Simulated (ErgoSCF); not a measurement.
**C2H2F (SMILES [H]/[C]=C\F): levels of theory compared**

Aim: a comparison of 6 runs (UHF/STO-3G, UHF/def2-SVP, UPBE0/3-21G, UB3LYP/6-31G*, UPBE0/def2-SVP, UCAM-B3LYP/6-31+G*) of C2H2F. 

The calculation is run with ErgoSCF 3.8.

## Step 1: The system as given

C2H2F: 5 atoms, total charge 0, spin state doublet. As SMILES, `[H]/[C]=C\F`. The coordinates come from a GFN2-xTB relaxation.

Bond lengths: C1–C2 1.285 Å, C2–F3 1.372 Å, C1–H4 1.060 Å, C2–H5 1.083 Å. Angles: C1–C2–F3 124.5°, C1–C2–H5 125.8°, F3–C2–H5 109.7°, C2–C1–H4 145.3°.

## Step 2: A single-point energy at UHF/STO-3G (run 1)

Contents of run.inp:

```
set_nthreads(1)
scf.output_mulliken_pop = 1
scf.use_diagonalization = 1
tmpdir = "."
scf.max_number_of_iterations = 120
spin_polarization = 1
basis = "STO-3G"
molecule_inline Angstrom
C  0.144690 -0.805710 0.363700
C  -0.244990 0.366440 0.007890
F  0.317570 1.097450 -1.008260
H  0.839640 -1.585070 0.181900
H  -1.056920 0.926890 0.454760
EOF
run "HF"
```

The basis set STO-3G is read from a file made from the Basis Set Exchange's data (not shown).

Run with:

```
ergo run.inp
```

The log of the run:

```text
[...]
INSC SCF_general constructor, number of basis functions: 17
[...]
INSC Energy   1 =       -143.46658155236
[...]
INDE E_LUMO =          0.27401724081
[...]
INSC Energy  23 =       -173.88260375703  ( diff     -0.000000000013586 )
[...]
RESC CONVERGED after  23 iterations.
RESC FINAL ENERGY:       -173.88260375703
RESC FINAL <S2> =          1.06910245759
[...]
INSC SCF: dipole_moment_x [atomic units] =      -0.07674795
INSC SCF: dipole_moment_y [atomic units] =      -0.24595006
INSC SCF: dipole_moment_z [atomic units] =       0.23327965
[...]
```

Wall time 1.6 s (1 thread of Arm Neoverse V2, shared host); peak memory 0.26 GiB.

## Step 3: A single-point energy at UHF/def2-SVP (run 2)

Contents of input.ego:

```
set_nthreads("env")
spin_polarization = 1
scf.max_number_of_iterations = 120
scf.output_mulliken_pop = 1
scf.use_diagonalization = 1
basis = "def2-SVP"
tmpdir = "."
molecule_inline
C      0.27342447    -1.52257124     0.68729339
C     -0.46296400     0.69247124     0.01490994
F      0.60012033     2.07387994    -1.90533526
H      1.58668964    -2.99534819     0.34374118
H     -1.99728934     1.75156825     0.85937185
EOF
run "HF"
```

The basis set def2-SVP is read from a file made from the Basis Set Exchange's data (not shown).

Run with:

```
ergo input.ego
```

The log of the run:

```text
[...]
INSC SCF_general constructor, number of basis functions: 52
[...]
INSC Energy   1 =        -67.87696187961
[...]
INDE E_LUMO =          0.09345738465
[...]
INSC Energy  29 =       -176.09434933117  ( diff     -0.000000000002444 )
[...]
RESC CONVERGED after  29 iterations.
RESC FINAL ENERGY:       -176.09434933117
RESC FINAL <S2> =          0.91064337929
[...]
INSC SCF: dipole_moment_x [atomic units] =      -0.17555265
INSC SCF: dipole_moment_y [atomic units] =      -0.37246728
INSC SCF: dipole_moment_z [atomic units] =       0.41330627
[...]
```

It took 16 s on 1 thread of Arm Neoverse V2, shared host; peak memory 0.26 GiB.

Runs 3 to 4 aren't shown in full; the table further down has their settings and results.

## Step 4: The energy at UPBE0/def2-SVP (run 5)

Contents of ergo.in:

```
set_nthreads("env")
basis = "def2-SVP"
XC.sparse_mode = 0
XC.angint = 41
spin_polarization = 1
tmpdir = "."
scf.output_mulliken_pop = 1
scf.max_number_of_iterations = 120
XC.radint = 1e-11
scf.use_diagonalization = 1
molecule_inline Angstrom
C        0.144690      -0.805710       0.363700
C       -0.244990       0.366440       0.007890
F        0.317570       1.097450      -1.008260
H        0.839640      -1.585070       0.181900
H       -1.056920       0.926890       0.454760
EOF
run "PBE0"
```

The basis set def2-SVP is read from a file made from the Basis Set Exchange's data (not shown).

Run with:

```
ergo ergo.in
```

The log of the run:

```text
[...]
INDF Weighted mixed functional:
[...]
INSC Energy   1 =        -72.93308216824
[...]
INDE E_LUMO =         -0.09339556531
[...]
INSC Energy  26 =       -176.80476068590  ( diff     -0.000000000000597 )
[...]
RESC CONVERGED after  26 iterations.
RESC FINAL ENERGY:       -176.80476068590
RESC FINAL <S2> =          0.76237617941
[...]
INSC SCF: dipole_moment_x [atomic units] =      -0.12061843
INSC SCF: dipole_moment_y [atomic units] =      -0.26732202
INSC SCF: dipole_moment_z [atomic units] =       0.29304982
[...]
```

Wall time 20 s (1 thread of Arm Neoverse V2, shared host); peak memory 0.26 GiB.

## Step 5: The energy at UCAM-B3LYP/6-31+G(d) (spherical functions) (run 6)

Contents of geom.xyz:

```xyz
5

C      0.144690    -0.805710     0.363700
C     -0.244990     0.366440     0.007890
F      0.317570     1.097450    -1.008260
H      0.839640    -1.585070     0.181900
H     -1.056920     0.926890     0.454760
```

Contents of run.inp:

```
# Camb3lyp on C2H2F
set_nthreads("env")
molecule "geom.xyz"
XC.angint = 41
charge = 0
basis = "6-31+G*"
scf.use_diagonalization = 1
spin_polarization = 1
scf.output_mulliken_pop = 1
XC.radint = 1e-11
tmpdir = "."
scf.max_number_of_iterations = 120
XC.sparse_mode = 0
run "Camb3lyp"
```

The basis set 6-31+G* is read from a file made from the Basis Set Exchange's data (not shown).

Run with:

```
ergo run.inp
```

The log of the run:

```text
[...]
INSC SCF_general constructor, number of basis functions: 58
[...]
INSC Energy   1 =        -73.37689279683
[...]
INDE E_LUMO =         -0.06812198420
[...]
INSC Energy  19 =       -177.06941565314  ( diff     -0.000000000020805 )
[...]
RESC CONVERGED after  19 iterations.
RESC FINAL ENERGY:       -177.06941565314
RESC FINAL <S2> =          0.75998113588
[...]
INSC SCF: dipole_moment_x [atomic units] =      -0.13163303
INSC SCF: dipole_moment_y [atomic units] =      -0.33106305
INSC SCF: dipole_moment_z [atomic units] =       0.34460510
[...]
```

Wall time 20 s (1 thread of Arm Neoverse V2, shared host); peak memory 0.26 GiB.

## Step 6: All runs side by side

| run | level | integration grid | radint | energy (Eh) | dipole moment (D) | ⟨S²⟩ | wall time |
| --- | --- | --- | --- | --- | --- | --- | --- |
| 1 | UHF/STO-3G | – | – | -173.882604 | 0.88 | 1.069 | 1.6 s |
| 2 | UHF/def2-SVP | – | – | -176.094349 | 1.48 | 0.911 | 16 s |
| 3 | UPBE0/3-21G | Turbo | 1e-11 | -175.971483 | 0.97 | 0.763 | 5.7 s |
| 4 | UB3LYP/6-31G* (spherical functions) | Turbo | 1e-11 | -177.123298 | 0.98 | 0.759 | 16 s |
| 5 | UPBE0/def2-SVP | Turbo | 1e-11 | -176.804761 | 1.05 | 0.762 | 20 s |
| 6 | UCAM-B3LYP/6-31+G* (spherical functions) | Turbo | 1e-11 | -177.069416 | 1.26 | 0.760 | 20 s |

## Step 7: Summary of results

| quantity | value |
| --- | --- |
| run 6: total energy | -177.06942 Eh |
| run 6: dipole moment | 1.26 D |
| run 6: ⟨S²⟩ | 0.760 |

What this shows: The dipole moment (its size) runs from 0.88 D (UHF/STO-3G) to 1.48 D (UHF/def2-SVP). Totals of different functionals can't be ranked against each other. In run 1 the basis is minimal, so the values are rough. Spin contamination of the reference: run 1 ⟨S²⟩ = 1.07, run 2 ⟨S²⟩ = 0.91. All runs together took 79 s, the longest 20 s.
